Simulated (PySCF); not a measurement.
# One shape, several levels: [BPH5]− (SMILES [BH3-]P)

Wanted: a comparison of 6 runs (B3LYP/STO-3G, PBE0/STO-3G, UPBE0/STO-3G, UMP2/STO-3G, CCSDTQ/STO-3G, NEVPT2(2,2)/STO-3G) of [BPH5]−. Input form: a Python script.

The calculation is run with PySCF 2.14.0.

### Step 1. Starting point

[BPH5]−: 7 atoms, total charge -1, spin state singlet. As SMILES, `[BH3-]P`. The B1–H3 distance was set to 3.392 Å, away from the relaxed value. At this shape a bond of the SMILES string is far longer than usual.

Bond lengths: B1–P2 1.992 Å, B1–H4 1.212 Å, B1–H5 1.210 Å, P2–H6 1.385 Å, P2–H7 1.385 Å. Angles: B1–P2–H6 99.5°, B1–P2–H7 99.7°, P2–B1–H4 106.1°, P2–B1–H5 108.9°, H6–P2–H7 90.6°, H4–B1–H5 112.2°.

### Step 2. A single-point energy at B3LYP/STO-3G (run 1)

Contents of job.py:

```python
from pyscf import gto, dft

system = gto.Mole()
system.atom = '''
B    1.434749  -0.296102  -1.332726
P    2.638349   0.523988   0.026444
H   -1.584360  -0.644230   0.174420
H    1.913509  -1.377352  -1.596226
H    1.383349   0.429348  -2.299236
H    2.159979   1.823318   0.002214
H    3.699629   0.883828  -0.788196
'''
system.charge = -1
system.basis = 'sto-3g'
system.verbose = 3
system.max_memory = 1860
system.build()

calc0 = dft.RKS(system)
calc0.xc = 'b3lyp'
calc0.grids.level = 5
calc0.conv_tol = 1e-10
calc0.kernel()
if not calc0.converged:
    calc0 = calc0.newton().run(calc0.mo_coeff, calc0.mo_occ)

etot = calc0.e_tot
print('E = %.10f Eh' % etot)
```

Run with:

```sh
OMP_NUM_THREADS=1 python job.py
```

What it wrote:

```text
converged SCF energy = -364.69576489577
E = -364.6957648958 Eh
```

Wall time 5.1 s (1 thread of Arm Neoverse V1, shared host); peak memory 0.2 GiB.

### Step 3. The energy at PBE0/STO-3G (run 2)

Contents of job.py:

```python
from pyscf import gto, dft

system = gto.Mole()
system.atom = '''
B      2.711283    -0.559552    -2.518487
P      4.985757     0.990194     0.049972
H     -2.994006    -1.217418     0.329606
H      3.616008    -2.602818    -3.016430
H      2.614151     0.811350    -4.344926
H      4.081769     3.445572     0.004184
H      6.991286     1.670193    -1.489475
'''
system.max_memory = 1860
system.basis = 'sto-3g'
system.unit = 'bohr'
system.verbose = 3
system.spin = 0
system.charge = -1
system.build()

mf = dft.RKS(system)
mf.xc = 'pbe0'
mf.conv_tol = 1e-10
mf.grids.level = 5
mf.kernel()
if not mf.converged:
    mf = mf.newton().run(mf.mo_coeff, mf.mo_occ)

e_tot = mf.e_tot
print(f'total energy: {e_tot:.8f} hartree')
```

Run with:

```sh
OMP_NUM_THREADS=1 python job.py
```

What it wrote:

```text
converged SCF energy = -364.501651543895
total energy: -364.50165154 hartree
```

It took 4.5 s on 1 thread of Arm Neoverse V1, shared host; peak memory 0.2 GiB.

### Step 4. The energy at UPBE0/STO-3G (run 3)

Contents of run.py:

```python
from pyscf import gto, dft

mol = gto.M(
    atom=[
    ('B', (1.434749, -0.296102, -1.332726)),
    ('P', (2.638349, 0.523988, 0.026444)),
    ('H', (-1.584360, -0.644230, 0.174420)),
    ('H', (1.913509, -1.377352, -1.596226)),
    ('H', (1.383349, 0.429348, -2.299236)),
    ('H', (2.159979, 1.823318, 0.002214)),
    ('H', (3.699629, 0.883828, -0.788196)),
],
    max_memory=1860,
    charge=-1,
    basis='sto-3g',
    verbose=3,
)

mf = dft.UKS(mol)
mf.xc = 'pbe0'
mf.grids.level = 5
mf.conv_tol = 1e-10
mf.kernel()
if not mf.converged:
    mf = mf.newton().run(mf.mo_coeff, mf.mo_occ)
for _ in range(3):
    mo, _, stable, _ = mf.stability(return_status=True)
    if stable:
        break
    mf.kernel(mf.make_rdm1(mo, mf.mo_occ))

e_tot = mf.e_tot
print('Final energy', e_tot)
```

Run with:

```sh
OMP_NUM_THREADS=1 python run.py
```

What it wrote:

```text
converged SCF energy = -364.501651511887  <S^2> = 8.8817842e-14  2S+1 = 1
<class 'pyscf.dft.uks.UKS'> wavefunction is stable in the internal stability analysis
Final energy -364.5016515118874
```

Run time: 23 s. Hardware: 1 thread of Arm Neoverse V1, shared host; peak memory 0.41 GiB.

Runs 4 to 5 aren't shown in full; the table further down has their settings and results.

### Step 5. The energy at NEVPT2(2,2)/STO-3G (run 6)

Contents of start.xyz:

```xyz
7
BH5P
B      1.434749    -0.296102    -1.332726
P      2.638349     0.523988     0.026444
H     -1.584360    -0.644230     0.174420
H      1.913509    -1.377352    -1.596226
H      1.383349     0.429348    -2.299236
H      2.159979     1.823318     0.002214
H      3.699629     0.883828    -0.788196
```

Contents of job.py:

```python
import numpy
from pyscf import gto, scf, mp, mcscf, mrpt

mol = gto.Mole()
mol.atom = 'start.xyz'
mol.basis = 'sto-3g'
mol.max_memory = 1860
mol.verbose = 3
mol.spin = 0
mol.charge = -1
mol.build()

mf = mol.RHF()
mf.conv_tol = 1e-10
mf.kernel()
if not mf.converged:
    mf = mf.newton().run(mf.mo_coeff, mf.mo_occ)

pt = mp.MP2(scf.addons.convert_to_uhf(mf)).run()
noons, natorbs = mcscf.addons.make_natural_orbitals(pt)
print('natural occupations', numpy.round(noons[:40], 4))
cas = mcscf.CASSCF(mf, 2, 2)
cas.fix_spin_(ss=0.0)
cas.natorb = True
cas.kernel(natorbs)
e_pt2 = mrpt.NEVPT(cas).kernel()
energy = cas.e_tot + e_pt2
print('E(%s) = %.9f' % ('NEVPT2', energy))
```

Run with:

```sh
OMP_NUM_THREADS=1 python job.py
```

What it wrote:

```text
converged SCF energy = -363.7405949047
E(UMP2) = -363.87098450105  E_corr = -0.130389596349366
E(SCS-UMP2) = -363.890432522226  E_corr = -0.149837617525698
natural occupations [2.     2.     1.9999 1.9999 1.9999 1.9999 1.9959 1.9895 1.9886 1.9863
 1.9861 1.9795 1.7606 0.2438 0.0193 0.0157 0.0126 0.0119 0.0104]
CASSCF energy = -363.866740010447
CASCI E = -363.866740010447  E(CI) = -0.450715937643224  S^2 = 0.0000000
Sr    (-1)',   E = -0.00000000004978
Si    (+1)',   E = -0.00000000007369
Sijrs (0)  ,   E = -0.06031605547996
Sijr  (+1) ,   E = -0.00198068689414
Srsi  (-1) ,   E = -0.00201507755714
Srs   (-2) ,   E = -0.00000038167082
Sij   (+2) ,   E = -0.00002370427396
Sir   (0)' ,   E = -0.00209119260975
Nevpt2 Energy = -0.066427098609236
E(NEVPT2) = -363.933167109
```

It took 1 s on 1 thread of Arm Neoverse V1, shared host; peak memory 0.12 GiB.

### Step 6. All runs side by side

```
run               level  follow instability  integration grid  energy (Eh)  HOMO energy (eV)  LUMO energy (eV)  HOMO–LUMO gap (eV)  wall time
  1        B3LYP/STO-3G                   –                 5  -364.695765              5.21              6.95                1.74      5.1 s
  2         PBE0/STO-3G                   –                 5  -364.501652              5.22              7.20                1.98      4.5 s
  3        UPBE0/STO-3G                 yes                 5  -364.501652              5.22              7.20                1.98       23 s
  4         UMP2/STO-3G                 yes                 –  -363.929998              1.89             12.09               10.20     0.99 s
  5       CCSDTQ/STO-3G                   –                 –  -363.961180              4.55             10.35                5.80       32 s
  6  NEVPT2(2,2)/STO-3G                   –                 –  -363.933167              4.55             10.35                5.80        1 s
```

### Step 7. What came out

| quantity | value |
| --- | --- |
| run 6: total energy | -363.93317 Eh |
| run 6: HOMO energy (Hartree–Fock orbitals) | 4.55 eV |
| run 6: LUMO energy (Hartree–Fock orbitals) | 10.35 eV |
| run 6: HOMO–LUMO gap (to an unbound level, set by the basis) | 5.80 eV |

What this shows: Over runs 1, 2, 3 the HOMO–LUMO gap runs from 1.74 eV (B3LYP/STO-3G) to 1.98 eV (UPBE0/STO-3G). The empty levels of an anion lie above zero and hang on the basis. Totals of different functionals can't be ranked against each other. In runs 1, 2, 3, 4, 5, 6 the HOMO lies above zero, so the outermost electron may be held by the basis alone. In runs 1, 2, 3, 4, 5, 6 the basis is minimal, so the values are rough. Spin contamination of the reference: run 4 ⟨S²⟩ = 1.00. Where it is this large, the reference is a mixture of spin states, and values that rest on it are in doubt. All runs together took 66 s, the longest 32 s.
